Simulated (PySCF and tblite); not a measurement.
Values are calculated unless marked as measured or tabulated.
C3H6Cl2, numbered as in [CH3:1][C@H:2]([Cl:3])[CH2:4][Cl:5]. The ensemble was built from 90 distance-geometry starts (ETKDG and KDG, MMFF94s, GFN2-xTB) and rests on PBE0-D3(BJ)/def2-SVP geometries. Free energies are PBE0-D3(BJ)/def2-TZVP single points with GFN2-xTB rigid-rotor and vibrational terms (modes under about 100 cm⁻¹ blended into free rotors). Symmetry numbers and mirror images are counted. Conformers within 4 kcal/mol (GFN2-xTB free energy) were kept, 5 at most. GIAO shieldings: PBE0/pcSseg-1. Shifts are against TMS (¹H), TMS (¹³C) at the same level; of two unlike H on one atom, a is the less shielded. Programs: PySCF with density fitting and tblite.

Torsions listed: Cl3–C2–C4–Cl5.

| conformer | shape | point group | mirror pair | ΔE(DFT) | Δ(G−E) at 298.15 K | δ H4a (ppm) |
| --- | --- | --- | --- | --- | --- | --- |
| 1 | 173° | C1 | no | 0.00 | 0.00 | 3.55 |
| 2 | -67° | C1 | no | 1.46 | 0.03 | 3.43 |
| 3 | 65° | C1 | no | 1.53 | -0.08 | 3.16 |

Energies in kcal/mol; the thermal term leaves out symmetry numbers and mirror images.

(1) Work out the weights at 298.15 K and the ¹H shift of H4a under fast exchange.

Answers

(1) RT = 0.592 kcal/mol. Each conformer gets RT ln(σ/g), with σ the rotational symmetry number and g = 2 for a mirror pair: 1: σ = 1, g = 1, G = 0.00 + 0.00 + 0.00 = 0.00, 0.00 above the lowest, exp(−ΔG/RT) = 1.000; 2: σ = 1, g = 1, G = 1.46 + 0.03 + 0.00 = 1.49, 1.49 above the lowest, exp(−ΔG/RT) = 0.081; 3: σ = 1, g = 1, G = 1.53 − 0.08 + 0.00 = 1.45, 1.45 above the lowest, exp(−ΔG/RT) = 0.086. The sum is 1.167, so the weights are 85.7, 6.9, 7.4 %. The averaged shift is 3.51 ppm. At 298.15 K the leading conformer alone gives 3.55 ppm and bare DFT energies give 3.52 ppm.
